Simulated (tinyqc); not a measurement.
LCCD on RHF in the sto-6g basis, for BH3, spin multiplicity 1, step by step. One step of it, computed by the program tinyqc.

Task: Iteration 1: diagonalisation and new density. Diagonalise F' = X^T F X, C = X C', fill 4 alpha and 4 beta electrons from the bottom; D = 2 C_occ C_occ^T. Each column has its largest component positive (the first on a tie).

Fock matrix F (hartree):
```
            1B 1s      1B 2s     1B 2px     1B 2py     1B 2pz      2H 1s      3H 1s      4H 1s
1B 1s   -6.250131  -1.842872  -0.000010   0.000000  -0.002029  -0.516527  -0.516314  -0.516314
1B 2s   -1.842872  -0.681122  -0.000064   0.000000   0.029008  -0.378788  -0.378678  -0.378678
1B 2px  -0.000010  -0.000064   0.119961   0.000000   0.000001  -0.185724   0.092814   0.092814
1B 2py   0.000000   0.000000   0.000000   0.119955   0.000000   0.000000  -0.160820   0.160820
1B 2pz  -0.002029   0.029008   0.000001   0.000000   0.741826   0.011165   0.011163   0.011163
2H 1s   -0.516527  -0.378788  -0.185724   0.000000   0.011165  -0.091597  -0.129679  -0.129679
3H 1s   -0.516314  -0.378678   0.092814  -0.160820   0.011163  -0.129679  -0.091495  -0.129614
4H 1s   -0.516314  -0.378678   0.092814   0.160820   0.011163  -0.129679  -0.129614  -0.091495
```

X:
```
                1          2          3          4          5          6          7          8
1B 1s   -0.326551   0.000267   0.000000   0.965689   0.164473  -0.000050   0.000000   0.176464
1B 2s    1.540783  -0.000912   0.000000  -0.049464   0.025499  -0.000106   0.000000   0.453703
1B 2px   0.000967   1.166943   0.000000  -0.000016   0.000000   0.594097   0.000000   0.000096
1B 2py   0.000000   0.000000   1.166936   0.000000   0.000000   0.000000   0.594069   0.000000
1B 2pz  -0.052156   0.000027   0.000000  -0.175816   0.983887   0.000002   0.000000  -0.014945
2H 1s   -0.738120  -1.047930   0.000000  -0.172852  -0.029715   0.440802   0.000000   0.290434
3H 1s   -0.736850   0.524621  -0.907846  -0.172902  -0.029723  -0.220491   0.381805   0.290315
4H 1s   -0.736850   0.524621   0.907846  -0.172902  -0.029723  -0.220491  -0.381805   0.290315
```

Give: F' = X^T F X; orbital energies; coefficients C; D after iteration 1.

Result:

F' = X^T F X (hartree):
```
       1      2      3       4       5       6       7       8
1  0.834  0.000  0.000   0.397   0.063   0.000   0.000   0.101
2  0.000  0.908  0.000   0.000   0.000   0.087   0.000   0.000
3  0.000  0.000  0.908   0.000   0.000   0.000   0.087   0.000
4  0.397  0.000  0.000  -5.162  -1.073   0.000   0.000  -2.072
5  0.063  0.000  0.000  -1.073   0.548   0.000   0.000  -0.374
6  0.000  0.087  0.000   0.000   0.000  -0.092   0.000   0.000
7  0.000  0.000  0.087   0.000   0.000   0.000  -0.092   0.000
8  0.101  0.000  0.000  -2.072  -0.374   0.000   0.000  -1.177
```

orbital energies (hartree): MO1 -6.257, MO2 -0.304, MO3 -0.100, MO4 -0.100, MO5 0.742, MO6 0.862, MO7 0.915, MO8 0.915

coefficients C:
```
           MO1     MO2     MO3     MO4     MO5     MO6     MO7     MO8
1B 1s    0.989  -0.227   0.000   0.000  -0.031  -0.257   0.000  -0.001
1B 2s    0.044   0.517   0.000   0.000   0.155   1.513   0.000   0.005
1B 2px   0.000   0.000   0.000   0.492   0.000  -0.003   0.000   1.214
1B 2py   0.000   0.000   0.492   0.000   0.000   0.000   1.214   0.000
1B 2pz   0.000  -0.020   0.000   0.000   0.992  -0.130   0.000   0.000
2H 1s   -0.008   0.296   0.000   0.529  -0.057  -0.751   0.000  -1.009
3H 1s   -0.008   0.296   0.458  -0.265  -0.057  -0.755  -0.872   0.501
4H 1s   -0.008   0.296  -0.458  -0.265  -0.057  -0.755   0.872   0.501
```

D after iteration 1:
```
         1B 1s   1B 2s  1B 2px  1B 2py  1B 2pz   2H 1s   3H 1s   4H 1s
1B 1s    2.061  -0.147   0.000   0.000   0.008  -0.150  -0.150  -0.150
1B 2s   -0.147   0.538   0.000   0.000  -0.020   0.305   0.305   0.305
1B 2px   0.000   0.000   0.483   0.000   0.000   0.520  -0.260  -0.260
1B 2py   0.000   0.000   0.000   0.483   0.000   0.000   0.451  -0.451
1B 2pz   0.008  -0.020   0.000   0.000   0.001  -0.012  -0.012  -0.012
2H 1s   -0.150   0.305   0.520   0.000  -0.012   0.736  -0.105  -0.105
3H 1s   -0.150   0.305  -0.260   0.451  -0.012  -0.105   0.736  -0.105
4H 1s   -0.150   0.305  -0.260  -0.451  -0.012  -0.105  -0.105   0.736
```
